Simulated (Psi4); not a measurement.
# C2H4F− (SMILES C[CH-]F): PBE0/def2-SVPD

Aim: the energy change on altering one bond length of C2H4F− at PBE0/def2-SVPD, from 2 runs. 

The results are computed with Psi4 1.11.

1 further run of the same task is left out (set aside as unsound or not needed).

### 1 The system as given

C2H4F−: 7 atoms, total charge -1, spin state singlet. SMILES: `C[CH-]F`. The shape is that of a GFN2-xTB optimisation.

Bond lengths: C1–C2 1.534 Å, C2–F3 1.512 Å, C1–H4 1.112 Å, C1–H5 1.097 Å, C1–H6 1.097 Å, C2–H7 1.137 Å. Angles: C1–C2–F3 104.2°, C1–C2–H7 105.5°, F3–C2–H7 100.0°, C2–C1–H4 116.8°, C2–C1–H5 108.1°, C2–C1–H6 110.3°, H4–C1–H5 107.2°, H4–C1–H6 106.6°, H5–C1–H6 107.5°.

### 2 The energy at PBE0/def2-SVPD

Input file run.py:

```python
import psi4

psi4.set_memory('1600 MB')
psi4.set_num_threads(1)
psi4.set_output_file('c2h4f.out', False)

molecule = psi4.geometry("""
-1 1
C     -0.93171057     0.68084943    -0.17357134
C      1.83118241    -0.08934625     0.24328334
F      1.69701185    -2.11443346     2.25489680
H     -2.28940320    -0.86377491    -0.60803828
H     -0.99669825     2.01681021    -1.75833347
H     -1.66411172     1.66089919     1.50072600
H      2.35374837    -1.29100420    -1.45896305
units bohr
symmetry c1
no_reorient
no_com
""")

psi4.set_options({
    'puream': True,
    'e_convergence': 1e-09,
    'd_convergence': 1e-08,
    'scf_type': 'pk',
    'dft_radial_points': 99,
    'dft_spherical_points': 590,
})

result, w = psi4.energy('pbe0/def2-SVPD', molecule=molecule, return_wfn=True)
psi4.oeprop(w, 'WIBERG_LOWDIN_INDICES', 'DIPOLE', 'MAYER_INDICES')
print(f'pbe0/def2-SVPD energy: {result:.10f} Eh')
```

Command:

```sh
python run.py
```

c2h4f.out:

```text
[...]
  Running in c1 symmetry.
[...]
  Nuclear repulsion =   69.247302834738335
[...]
  Multiplicity = 1
[...]
  Nalpha       = 13
  Nbeta        = 13
[...]
    Number of basis functions: 95
[...]
   @RKS iter   1:  -177.77162887136333   -3.81047e-01   7.50861e-03 DIIS/ADIIS
[...]
   @RKS iter  12:  -178.07129127199099   -5.74119e-12   6.02050e-09 DIIS
[...]
    Orbital Energies [Eh]
    ---------------------
    Doubly Occupied:
       1A    -24.503756     2A    -10.025780     3A    -10.015066
       4A     -0.913769     5A     -0.533110     6A     -0.369201
       7A     -0.246722     8A     -0.222677     9A     -0.204571
      10A     -0.178690    11A     -0.159363    12A     -0.100499
      13A      0.053611
[...]
  @RKS Final Energy:  -178.07129127199099
   => Energetics <=
    Nuclear Repulsion Energy =             69.2473028347383348
    One-Electron Energy =                -387.5095860862500103
    Two-Electron Energy =                 157.4161383445340903
    DFT Exchange-Correlation Energy =     -17.2251463650133800
    Empirical Dispersion Energy =           0.0000000000000000
    VV10 Nonlocal Energy =                  0.0000000000000000
    Total Energy =                       -178.0712912719909866
[...]
 Multipole Moments:
 ------------------------------------------------------------------------------------
     Multipole            Electronic (a.u.)      Nuclear  (a.u.)        Total (a.u.)
 ------------------------------------------------------------------------------------
 L = 1.  Multiply by 2.5417464519 to convert [e a0] to [Debye]
 Dipole X            :        -19.8727425           18.0734729           -1.7992696
 Dipole Y            :         14.2554525          -13.9579518            0.2975007
 Dipole Z            :        -19.4013319           18.3877344           -1.0135975
 Magnitude           :                                                    2.0864462
[...]
```

The script printed:

```text
pbe0/def2-SVPD energy: -178.0712912720 Eh
```

Wall time 27 s (1 thread of AMD EPYC 7R43 (Zen 3), shared host); peak memory 0.89 GiB.

### 3 The distorted shape: energy and gradient at PBE0/def2-SVPD

Input file input.json:

```json
{
  "schema_name": "qcschema_input",
  "schema_version": 1,
  "molecule": {
    "schema_name": "qcschema_molecule",
    "schema_version": 2,
    "symbols": ["C", "C", "F", "H", "H", "H", "H"],
    "geometry": [-0.8914594, 1.28838504, -0.77706483, 1.87143358, 0.51818936, -0.36021015, 1.69701185, -2.11443346, 2.2548968, -2.24915203, -0.2562393, -1.21153176, -0.95644708, 2.62434582, -2.36182695, -1.62386056, 2.2684348, 0.89723252, 2.39399954, -0.68346859, -2.06245654],
    "molecular_charge": -1,
    "molecular_multiplicity": 1,
    "fix_symmetry": "c1"
  },
  "driver": "gradient",
  "model": {
    "method": "pbe0",
    "basis": "def2-SVPD"
  },
  "keywords": {
    "puream": true,
    "e_convergence": 1e-09,
    "d_convergence": 1e-08,
    "scf_type": "pk",
    "dft_radial_points": 99,
    "dft_spherical_points": 590
  }
}
```

Command:

```sh
psi4 --qcschema input.json -n 1 --memory 1600MB
```

stdout:

```text
[...]
  Running in c1 symmetry.
[...]
  Nuclear repulsion =   62.435466068733220
[...]
  Multiplicity = 1
[...]
  Nalpha       = 13
  Nbeta        = 13
[...]
    Number of basis functions: 95
[...]
   @RKS iter   1:  -177.76250992838317   -6.49715e-01   7.55729e-03 ADIIS/DIIS
[...]
   @RKS iter  12:  -178.04065041370001   -3.95062e-12   8.34646e-09 DIIS
[...]
    Orbital Energies [Eh]
    ---------------------
    Doubly Occupied:
       1A    -24.454449     2A    -10.054748     3A    -10.051826
       4A     -0.822127     5A     -0.561073     6A     -0.378161
       7A     -0.247045     8A     -0.239099     9A     -0.168681
      10A     -0.131070    11A     -0.107858    12A     -0.101108
      13A      0.012569
[...]
  @RKS Final Energy:  -178.04065041370001
   => Energetics <=
    Nuclear Repulsion Energy =             62.4354660687332199
    One-Electron Energy =                -374.0947242477880081
    Two-Electron Energy =                 150.7809165024421532
    DFT Exchange-Correlation Energy =     -17.1623087370873719
    Empirical Dispersion Energy =           0.0000000000000000
    VV10 Nonlocal Energy =                  0.0000000000000000
    Total Energy =                       -178.0406504137000070
[...]
 Multipole Moments:
 ------------------------------------------------------------------------------------
     Multipole            Electronic (a.u.)      Nuclear  (a.u.)        Total (a.u.)
 ------------------------------------------------------------------------------------
 L = 1.  Multiply by 2.5417464519 to convert [e a0] to [Debye]
 Dipole X            :          2.2748231           -3.3673212           -1.0924982
 Dipole Y            :         -3.1750997            3.4747445            0.2996448
 Dipole Z            :          3.4166047           -4.2474462           -0.8308415
 Magnitude           :                                                    1.4048618
[...]
  -Total Gradient:
     Atom            X                  Y                   Z
    ------   -----------------  -----------------  -----------------
       1       -0.009593821902     0.020300055268    -0.017227881287
       2        0.001854549717     0.006181355892    -0.004706535952
       3        0.004739501207    -0.024672930318     0.034351814243
       4        0.000568189071     0.000910871592     0.001519923577
       5       -0.004580229545    -0.003436535022     0.004691410024
       6        0.002306786546    -0.003455489349    -0.001903528929
       7        0.004700126027     0.004150590589    -0.016724840015
[...]
```

The result, in JSON:

```text
{
 "driver": "gradient",
 "model": {
  "method": "pbe0",
  "basis": "def2-SVPD"
 },
 "success": true,
 "return_result": [-0.009593821901955173, 0.020300055268256515, -0.01722788128705486, 0.001854549717227677, 0.006181355892263145, -0.004706535951806423, 0.0047395012068943195, -0.024672930318348836, 0.03435181424308206, 0.0005681890713092053, 0.0009108715924886768, 0.0015199235774206524, -0.004580229545245075, -0.0034365350219418, 0.004691410023737547, 0.002306786546014461, -0.003455489348569457, -0.001903528929319831, 0.004700126026974075, 0.004150590588787209, -0.016724840015338832],
 "properties": {
  "calcinfo_nbasis": 95,
  "calcinfo_nmo": 95,
  "calcinfo_nalpha": 13,
  "calcinfo_nbeta": 13,
  "calcinfo_natom": 7,
  "nuclear_repulsion_energy": 62.43546606873322,
  "return_energy": -178.0406504137,
  "return_gradient": [-0.009593821901955173, 0.020300055268256515, -0.01722788128705486, 0.001854549717227677, 0.006181355892263145, -0.004706535951806423, 0.0047395012068943195, -0.024672930318348836, 0.03435181424308206, 0.0005681890713092053, 0.0009108715924886768, 0.0015199235774206524, -0.004580229545245075, -0.0034365350219418, 0.004691410023737547, 0.002306786546014461, -0.003455489348569457, -0.001903528929319831, 0.004700126026974075, 0.004150590588787209, -0.016724840015338832],
  "scf_one_electron_energy": -374.094724247788,
  "scf_two_electron_energy": 150.78091650244215,
  "scf_xc_energy": -17.162308737087372,
  "scf_dipole_moment": [-1.09249816769991, 0.2996447793246131, -0.8308414863837004],
  "scf_total_energy": -178.0406504137,
  "scf_total_gradient": [-0.009593821901955173, 0.020300055268256515, -0.01722788128705486, 0.001854549717227677, 0.006181355892263145, -0.004706535951806423, 0.0047395012068943195, -0.024672930318348836, 0.03435181424308206, 0.0005681890713092053, 0.0009108715924886768, 0.0015199235774206524, -0.004580229545245075, -0.0034365350219418, 0.004691410023737547, 0.002306786546014461, -0.003455489348569457, -0.001903528929319831, 0.004700126026974075, 0.004150590588787209, -0.016724840015338832],
  "scf_iterations": 12
 }
}
```

Wall time 33 s (1 thread of AMD EPYC 7R43 (Zen 3), shared host); peak memory 0.88 GiB.

### 4 Summary of results

Level: PBE0/def2-SVPD.

| quantity | value |
| --- | --- |
| first shape: total energy | -178.07129 Eh |
| first shape: HOMO energy | 1.46 eV |
| first shape: LUMO energy | 5.27 eV |
| first shape: HOMO–LUMO gap (to an unbound level, set by the basis) | 3.81 eV |
| distorted shape: total energy | -178.04065 Eh |
| distorted shape: HOMO energy | 0.34 eV |
| distorted shape: LUMO energy | 4.96 eV |
| distorted shape: HOMO–LUMO gap (to an unbound level, set by the basis) | 4.62 eV |
| distorted shape: largest force on an atom | 2.188 eV/Å |
| energy change with the C2–F3 bond stretched from 1.512 to 1.966 Å | 0.834 eV |

In words: With the C2–F3 bond stretched from 1.512 to 1.966 Å the energy rises by 0.83 eV (19.2 kcal/mol). The first shape isn't relaxed at this level, so the change isn't measured from a minimum. The HOMO (first shape) lies at positive energy, 1.46 eV; only total energies tell whether the electron is bound. The HOMO (distorted shape) lies at positive energy, 0.34 eV; only total energies tell whether the electron is bound.
